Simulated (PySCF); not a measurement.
**Continuum solvent and chemical shifts**

Geometry:
| atom | x (Å) | y (Å) | z (Å) |
| --- | --- | --- | --- |
| C1 | 1.329 | 0.369 | 0.232 |
| S2 | 0.242 | 0.598 | -1.213 |
| Si3 | -1.510 | -0.394 | -0.491 |
| H4 | 1.515 | -0.696 | 0.432 |
| H5 | 2.284 | 0.853 | -0.011 |
| H6 | 0.911 | 0.848 | 1.130 |
| H7 | -1.235 | -1.833 | -0.187 |
| H8 | -2.526 | -0.286 | -1.576 |
| H9 | -2.023 | 0.250 | 0.758 |

GIAO PBE0/pcSseg-1 in PySCF 2.14 on one PBE0-D3(BJ)/def2-SVP conformer, non-relativistic, equivalent nuclei averaged. Solvents enter as an IEF-PCM continuum (cyclohexane with ε = 2.0, water with ε = 78.4) around the gas-phase geometry. Shifts are referred to TMS, CS2 computed in the same medium.

Gas phase, δ in ppm: C1 15.6, S2 -228.5, Si3 -45.9, H7/H8/H9 4.53, H4/H5/H6 1.92. Dipole moment 1.58 D.

Problem. How does each δ change in the continuum?

Solution. 
| atoms | environment | Δδ, cyclohexane | Δδ, water |
| --- | --- | --- | --- |
| C1 | methyl carbon bonded to S | 0.0 | +0.3 |
| S2 | sulfur bonded to C, Si | -5.0 | -13.6 |
| Si3 | silicon bonded to S, 3 H | -0.1 | -0.2 |
| H7/H8/H9 | hydrogen on a silicon bonded to S | 0.00 | +0.01 |
| H4/H5/H6 | hydrogen on a methyl carbon bonded to S | +0.07 | +0.19 |

Changes are relative to the gas phase. The dipole moment becomes 1.79 D in cyclohexane, 2.15 D in water.

Problem. Which of the listed nuclei move most (in ppm), and what does the model miss?

Solution. S2 (sulfur bonded to C, Si, -13.6 ppm) in water. A continuum only polarises the solute; specific hydrogen bonds, the anisotropy of aromatic solvents and changes of geometry or conformer are outside it.
